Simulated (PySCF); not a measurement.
## GaH⁻, quartet along the distance Ga1-H2

Starting geometry (PBE0/def2-TZVPD stationary point for this spin):

```xyz
2

Ga    0.0000    0.0000    0.0000
H     0.0000    0.0000    1.6026
```

From there H2 moves along the line of the two atoms named below, all else staying in place; atoms are numbered as listed. Energies are in eV, counted from the starting geometry at the same level. Kohn–Sham curves keep the symmetry of the cluster determinant, unrestricted for open shells and where UHF breaks spin symmetry.

Basis aug-cc-pVDZ; PySCF 2.14.0. Only valence electrons are correlated (noble-gas cores and the filled d shells of p-block atoms frozen). Prefix R: restricted or restricted open-shell reference; prefix U: unrestricted. No spin–orbit coupling is included, and no scalar relativity.

Full CI is exact within this basis and frozen core; it isn't the basis-set limit. The frozen core follows each run's orbitals, which can shift R against U totals by a few meV for light atoms and by up to 0.1 eV past Ca.

```
distance Ga1-H2 (Å)  full CI  curve A  curve B  curve C  curve D
              1.305    0.912    0.806    0.743    0.912    0.816
              1.454    0.200    0.143    0.135    0.200    0.172
              1.603    0.000    0.000    0.000    0.000    0.000
              1.731    0.042    0.096    0.077    0.043    0.043
              1.959    0.316    0.449    0.374    0.317    0.282
              2.263    0.704    0.809    0.747    0.707    0.592
              2.568    0.934    0.926    0.983    0.936    0.774
              2.913    1.046    0.953    1.126    1.048    0.869
              3.510    1.112    0.961    1.225    1.113    0.927
              4.250    1.140    0.968    1.262    1.141    0.947
              5.414    1.154    0.973    1.280    1.155    0.952
```

(1) The curves come from B3LYP, RCCSDT, UHF, r2SCAN. Compare each with full CI and say which is which.

In so small a basis the reference is far from its limit while semilocal and hybrid functionals are nearer theirs, so the functionals' errors here hold much of the reference's basis and frozen-core error, which can add to them or hide them.

Results:

(1) A: UHF, B: r2SCAN, C: RCCSDT, D: B3LYP. Spread of the error against full CI, over the points where both stand: A 0.315, B 0.295, C 0.003, D 0.203 eV. B3LYP at 5.414 Å lies 0.202 eV (17 %) below the reference in this basis.
